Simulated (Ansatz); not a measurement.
Results of PBEsol (Ansatz, a program for electronic structure, plane waves, PAW) for rock-salt MgS.

Run with plane-wave cutoff 520 eV, 12×12×12 k mesh, perturbation theory, force constants from a 4×4×4 q mesh, scalar-relativistic PAW data made under PBE.

Computed at the level's own relaxed cell. Harmonic vibrational thermodynamics at fixed volume:

```csv
T (K),S_vib (J/K per mol of atoms),C_V (J/K per mol of atoms),F_vib (eV/atom)
0,0.00,0.00,0.0418
200,16.90,19.98,0.0282
300,25.57,22.52,0.0060
500,37.52,24.03,-0.0603
700,45.69,24.47,-0.1470
800,48.96,24.58,-0.1961
900,51.86,24.65,-0.2484
```

The crystal is taken as a harmonic solid at every temperature: melting, phase changes and thermal expansion are not seen.

At Γ the run gives TO 243 cm⁻¹ and LO 397 cm⁻¹.

Measured, for comparison: zone-centre TO phonon frequency 240 cm⁻¹ (temperature not stated, not corrected to a static lattice; as tabulated in Chmeruk and Núñez-Valdez (2023), arXiv:2212.11645). Computed (rounded) less measured: zone-centre TO phonon frequency +1 %.
